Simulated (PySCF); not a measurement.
# Calculated NMR parameters of (CH3)2CF2

```yaml
Formula: C3H6F2
SMILES: CC(C)(F)F
Point_group_of_the_computed_structure: C2v
Degrees_of_unsaturation: 0
Carbon_signals: 2
Proton_signals: 1
```

Atom-mapped SMILES (the numbers label the heavy atoms): `[CH3:1][C:2]([CH3:3])([F:4])[F:5]`; H(Xn) means a hydrogen on atom n.

PySCF 2.14 calculation with σ from GIAO-PBE0/pcSseg-1, J couplings at B3LYP/pcJ-1 (spin–dipole term only in couplings to heteroatoms) and structure optimised with GFN2-xTB; one conformer, in vacuum, rapidly exchanging positions averaged, no relativistic terms.

Chemical shifts δ = σref − σ; 1H (σ = 31.72 ppm) and 13C (σ = 186.93 ppm) vs TMS; 19F (σ = 170.95 ppm) against CFCl3, all at this level.

| carbon | δC, type | δH (multiplicity, J in Hz) | HMBC from (abs. J ≥ 3 Hz) | span of the C tensor (ppm) |
| --- | --- | --- | --- | --- |
| C1/C3 | 27.5, CH3 | 1.60 (t, 15.9) | – | 45 |
| C2 | 128.3, C | – | H(C1)/H(C3) | 37 |

Other nuclei:
```csv
atoms,nucleus,environment,δ (ppm),σ (ppm)
F4/F5,19F,fluorine of a CF2 group,-112.8,283.8
```

Selected couplings (Hz, signed; the shortest-range and largest first, 30 at most; isotopes 13C, 19F, 1H): 1J(C2,F4) -294.6, 1J(C1,H(C1)) 134.8, 1J(C1,C2) 47.8, 2J(C1,F4) 26.7, 3J(F4,H(C1)) 15.9.

- Carbon types of the structure: 1 × C, 2 × CH3, which accounts for all hydrogens.
- δC 128.3: fully substituted sp3 carbon bonded to 2 F; 2 electronegative neighbours deshield it.
- δC 27.5: methyl carbon; a saturated carbon with 1 carbon neighbour and no heteroatom attached.
- δH 1.60: hydrogen on a methyl carbon.

Common functionals overestimate the size of one-bond C–F couplings by tens of Hz; these are unscaled. Multiplet labels drop couplings under 1 Hz and merge nearly equal ones. Shifts are as computed. Against solution values, carbons near 30 ppm lie about +3 ppm off and those near 130 ppm about +5 ppm. Of 1211 compounds with measured shifts, 218 miss one by over three times the rms of a fit or turn the order of signals round; such compounds aren't used in these exercises. Unscaled 19F shifts against computed CFCl3 carry errors that often reach 10 to 50 ppm.
